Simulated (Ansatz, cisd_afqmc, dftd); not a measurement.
System: C$_{3}$H$_{3}$N, charge 0, singlet. C3H3N (SMILES C(C=C)#N).
B3LYP-D3(BJ)/def2-TZVP minimum from Ansatz (an electronic-structure program):
```
C
C 1 1.3311
H 2 1.0812 1 120.63
H 2 1.0816 3 117.72 1 -180.00
H 1 1.0836 2 121.31 3 0.00
C 1 1.4256 5 115.74 2 -180.00
N 6 1.1524 5 151.58 1 180.00
```

Property: atomisation energy (electronic, to ground-state atoms), in kJ/mol. UHF or UKS for unpaired electrons; spin-orbit terms are left out. Cores are frozen in correlated methods. Rows without X2C or -DK are non-relativistic. AFQMC/CISD: phaseless, guided by CISD from CCSD amplitudes; bars are statistical, one sigma. Outlying blocks are dropped, and bars are widened where a walk drifts. Over all cases where full CI ran beside it in this data, AFQMC minus full CI had a median of +0.1 mEh and passed +0.4 mEh in a tenth of the cases. CBS(X,Y): correlation extrapolated as X^-3, Hartree-Fock from the larger set. A bracket is a step between two methods taken in the basis named. The functionals are non-relativistic, so their misses hold any scalar relativity. Double hybrids freeze cores in their MP2 part. '+ core + X2C': CCSD(T) terms for core correlation (cc-pwCVTZ) and scalar relativity (cc-pVTZ-DK). For partners of very few electrons the exact lower level stands in for a higher one. The restricted determinant of C3H3N (C=CC#N, singlet) is unstable towards broken spin symmetry in at least one set run.

```csv
level,program,atomisation energy (kJ/mol),difference against the last row
B3LYP/def2-TZVPD,Ansatz,3184.9,-9.3
r2SCANh-D4/def2-TZVPD,Ansatz + dftd4,3153.2,-41.0
B2PLYP-D4/def2-TZVPD,Ansatz + dftd4,3178.3,-15.9
CCSD/cc-pVDZ,Ansatz,2869.1,-325.1
CCSDT(Q)/cc-pVDZ,Ansatz,2925.7,-268.5
AFQMC/CISD/cc-pVTZ,cisd_afqmc,3086.7 ± 1.2,-107.5
"CCSD(T)/CBS(cc-pVTZ,cc-pVQZ) + [AFQMC/CISD - CCSD(T)]/cc-pVTZ + core + X2C",Ansatz + cisd_afqmc,3187.7 ± 1.2,-6.5
"CCSD(T)/CBS(cc-pVTZ,cc-pVQZ) + [CCSDT(Q) - CCSD(T)]/cc-pVDZ + core + X2C",Ansatz,3194.2,0.0
```
